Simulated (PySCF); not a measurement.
# Orbital picture of NaP

PBE0 at R = 2.659 Å; Na def2-TZVP, P def2-TZVP; no relativity (PySCF 2.14). State: ³Σ⁻ (triplet), unpaired electrons π ↑↑. Only the outer orbitals are listed, counted within each symmetry.

```csv
spin,orbital,occ.,ε (eV),on Na (%),main shells (%)
α,2π,1,-32.34,100,100 Na p
α,2π,1,-32.34,100,100 Na p
α,6σ,1,-32.29,100,100 Na p
α,7σ,1,-14.41,2,98 P s
α,3π,1,-5.63,4,96 P p
α,3π,1,-5.63,4,96 P p
α,8σ,1,-5.16,15,"84 P p, 13 Na s"
α,9σ,0,-1.57,94,"76 Na s, 18 Na p"
α,4π,0,0.13,99,99 Na p
α,4π,0,0.13,99,99 Na p
β,2π,1,-32.35,100,100 Na p
β,2π,1,-32.35,100,100 Na p
β,6σ,1,-32.29,100,100 Na p
β,7σ,1,-11.99,5,95 P s
β,8σ,1,-4.47,24,"75 P p, 22 Na s"
β,9σ,0,-1.60,87,"64 Na s, 23 Na p, 13 P p"
β,3π,0,-1.52,21,"79 P p, 19 Na p"
β,3π,0,-1.52,21,"79 P p, 19 Na p"
```

**Question.** Which are the highest filled and the lowest empty level, where do they sit, and how wide is the gap?

**Answer.** Highest filled β 8σ at -4.47 eV (in %: 75 P p, 22 Na s); lowest empty β 9σ at -1.60 eV (in %: 64 Na s, 23 Na p, 13 P p); the gap at PBE0 is 2.87 eV.

```
bond order (Mayer)                              : 0.86
⟨S²⟩                                            : 2.020
charge on Na (Mulliken, basis-dependent)        : 0.47
charge on Na (Löwdin, basis-dependent)          : 0.15
dipole moment (positive dipole means Na(−)P(+)) : -7.14 D
polarisability along the bond                   : 128.0 bohr³
polarisability across the bond                  : 51.3 bohr³
```

The state is the lowest determinant that a PBE0 search found; another state may lie lower at other levels.
